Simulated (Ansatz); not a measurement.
## Other spins and charges of AsH₂, doublet at one geometry

Geometry (PBE0/def2-TZVP stationary point for this spin, not checked as a minimum):

| atom | x (Å) | y (Å) | z (Å) |
| --- | --- | --- | --- |
| As | 0.0000 | -0.0281 | 0.0000 |
| H | 0.0000 | 1.0445 | -1.0859 |
| H | 0.0000 | 1.0445 | 1.0859 |

Basis aug-cc-pVDZ; Ansatz 0.2.0. Only valence electrons are correlated (noble-gas cores and the filled d shells of p-block atoms frozen). R marks a restricted (for open shells ROHF) determinant. Active spaces: valence = (7e, 6o) chosen from the atoms' valence shells. No spin–orbit coupling is included, and no scalar relativity.

Gaps are energies of the second state less the first, at fixed atoms, for a selection of the levels run; each method lands on the state that its own search finds for that charge and spin.

For open shells CISD is restricted-active-space CI with the open shells as a complete middle space.

Quartet less doublet: 5.909 eV at full CI (doublet B1, quartet A2, in C2v).

| level | gap (eV) | error (meV) |
| --- | --- | --- |
| RHF | 5.511 | -398 |
| RCCSD(T) | 5.926 | 17 |
| BCCD(T) | 5.926 | 17 |
| RCCSDT | 5.909 | 0 |
| RCCSDTQ | 5.909 | 0 |
| CASSCF (valence space) | 5.896 | -13 |
| PBE0 | 5.987 | 78 |
| B3LYP | 6.174 | 265 |
| wB97M-V | 6.160 | 251 |
| RPA-PBE | 5.920 | 11 |

Removing an electron, to the triplet: 10.648 eV at full CI (doublet B1, triplet ion B1, in C2v).

| level | gap (eV) | error (meV) |
| --- | --- | --- |
| CISD | 10.530 | -118 |
| RCCSD | 10.621 | -27 |
| RCCSD(T) | 10.646 | -2 |
| BCCD(T) | 10.646 | -2 |
| RCCSDT(Q) | 10.647 | -1 |
| CASSCF (valence space) | 9.746 | -902 |
| PBE | 10.877 | 229 |
| B3LYP | 11.038 | 390 |
| B2PLYP | 10.837 | 189 |
| RPA-PBE | 10.852 | 204 |

In so small a basis the reference is far from its limit while semilocal and hybrid functionals are nearer theirs (RPA and double hybrids share much of the reference's basis error), so the functionals' errors here hold much of the reference's basis and frozen-core error, which can add to them or hide them.

Full CI is exact within this basis and frozen core; it isn't the basis-set limit.
